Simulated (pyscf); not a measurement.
Thermochemistry of product channels of `[Cl][Sn][Cl]` [singlet] + `[FH]` on the singlet surface, in eV, from CCSD(T)/def2-TZVPP + ΔMP2(QZVPP) energies (ideal gas, 1 atm, RRHO with modes under 100 cm⁻¹ raised to 100, one conformer, R ln 2 for chiral ones without a mode under 150 cm⁻¹). Optimised with ωB97X-D3(BJ)/def2-SVP in PySCF. MP2 and CC: frozen core, UHF for open shells. ΔMP2 is the change of the MP2 total energy from the triple- to the quadruple-zeta basis.

```tsv
products	ΔE	ΔH(298 K)	ΔG(298 K)	ΔG(600 K)
`[F][SnH]([Cl])[Cl]`	-0.09	-0.12	+0.30	+0.72
`[ClH]` + `[F][Sn][Cl]` [singlet]	+0.30	+0.24	+0.22	+0.20
```

These are energies of the channels, which say nothing of barriers. The CCSD(T) − MP2 part came from Ansatz, without density fitting, on the same reference. The frozen core leaves the outer d or s,p core shells of the metals and heavy elements correlated in the MP2 and CC values, and def2-TZVPP describes them poorly, which can shift differences by a few kcal/mol. Elements past Kr carry the def2 core potentials, without spin-orbit coupling.
